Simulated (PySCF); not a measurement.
Orbital energies and ionisation energy

Compound: C3H9N.
Cartesian coordinates in Å at the PBE0-D3(BJ)/def2-TZVP level; atoms count from 1:
```
atom  x, y, z in Å
C1    -0.3948    1.2660    0.4471
N2    -0.0557   -0.1323    0.5378
C3     1.3239   -0.3638    0.1887
C4    -0.9435   -0.9433   -0.2575
H5    -0.2914    1.6668   -0.5791
H6     0.2539    1.8502    1.1037
H7    -1.4282    1.4200    0.7657
H8     1.5530   -0.0886   -0.8582
H9     1.5693   -1.4200    0.3206
H10    1.9764    0.2210    0.8410
H11   -0.8838   -0.7116   -1.3381
H12   -0.7009   -2.0001   -0.1261
H13   -1.9765   -0.7884    0.0622
```

Level: wB97X-D/aug-cc-pVTZ (PySCF). Frontier orbitals with their largest atomic shares (Löwdin; up to four atoms above 4 %):

```
orbital  ε (eV)                            main atoms
 HOMO−3  -12.22    C4 18 %, C1 18 %, C3 18 %, H13 6 %
 HOMO−2  -12.05    C1 18 %, N2 18 %, C4 16 %, C3 14 %
 HOMO−1  -12.04    C3 18 %, N2 18 %, C4 16 %, C1 14 %
   HOMO   -8.04                                     ?
   LUMO    0.87  H6 10 %, H9 10 %, H10 10 %, H13 10 %
 LUMO+1    1.18  H10 20 %, H13 20 %, H9 18 %, H7 18 %
 LUMO+2    1.18     H6 25 %, H12 25 %, H7 8 %, H9 7 %
```

Problem. What vertical ionisation energy does ΔSCF give, and how far is −ε(HOMO) from it?

Solution. ΔSCF: 8.35 eV (805 kJ/mol; threshold wavelength 149 nm); ⟨S²⟩ of the doublet left behind is 0.755, against 0.75 for a pure doublet. −ε(HOMO) is 8.04 eV, 0.31 eV below it. For the exact functional −ε(HOMO) would equal the first vertical ionisation energy; wB97X-D (range-separated hybrid) falls short of its own ΔSCF value by 4 %. Holes in the HOMO−1 and HOMO−2 were tried too where these lie within 1.2 eV of the HOMO; the lowest converged state counts.

Problem. On which atoms does the HOMO lie?

Solution. N2 (tertiary amine nitrogen) 51 %, C4 (N-methyl carbon) 11 %, C1 (N-methyl carbon) 11 %, C3 (N-methyl carbon) 11 %. The HOMO−1 lies 4.00 eV lower.

Problem. What total energies stand behind the ΔSCF value?

Solution. E(N) = -174.47772 Eh and E(N − 1) = -174.17099 Eh at the same geometry, 0.30673 Eh apart.

Problem. How many of the 10 lowest singlet excitations (vertical TDDFT, same level) lie below the ionisation energy?

Solution. All 10; they run from 5.51 to 7.67 eV.

Isolated species at its PBE0-D3(BJ)/def2-TZVP geometry, gas phase.

The pairwise dispersion term of wB97X-D wasn't added to the energies; at a given geometry it leaves orbitals and properties as they are.
